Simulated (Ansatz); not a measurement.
# BeMg+ (doublet): the correlation ladder, def2-QZVPP

The task here is to estimate one member of a computed series from the others.

The runs use Ansatz 0.2.0, Gaussian basis; def2-QZVPP, core rule «outside noble gas», up to 6 orbitals frozen.

To be run: UHF; ROHF; CCSD(T) on UHF.

**The system**

The geometry is a PBE0/def2-TZVP stationary point (not a proven minimum).

2 atoms, charge 1, spin multiplicity 2.

Atoms are counted from 1 here; the program's logs count them from 0.

No contacts short enough for the rule that draws bonds.

Coordinates:

```xyz
2

Be    0.0000    0.0000    0.0000
Mg    0.0000    0.0000    2.6301
```

The first run:

Input file in.yaml:

```yaml
crystal:
  periodic: [false, false, false]
  atoms:
    - {symbol: Be, position_ang: [0.000000, 0.000000, 0.000000]}
    - {symbol: Mg, position_ang: [0.000000, 0.000000, 2.630100]}
basis:
  gaussian: {orbitals: "def2-QZVPP.json"}
total_charge: 1
magnetization: {spin_polarized: true, initial_magnetization: 1}
hamiltonian: {xc: hf}
output: {orbitals: {seedname: orbitals}}
```

Command:

```console
$ ansatz run in.yaml --threads 1 --pin off --events-out ev --progress --plain --max-ram 2393MiB
```

Among the steps run: UHF; ROHF; CCSD(T) on UHF.

One of the session's tables, all rows but one given; the rest of the session is left out.

```
  method  from UCCSD(T) (meV)
    ROHF              +1508.7
     UHF              +1198.3
    UMP2                    ?
   UCCSD                +21.8
UCCSD(T)                    0
```

Q: Estimate the row for UMP2 from the others.

As computed: from UCCSD(T) (meV): +525.2. In the column «from UCCSD(T) (meV)» it lies between UCCSD (+21.8) and UHF (+1198.3).
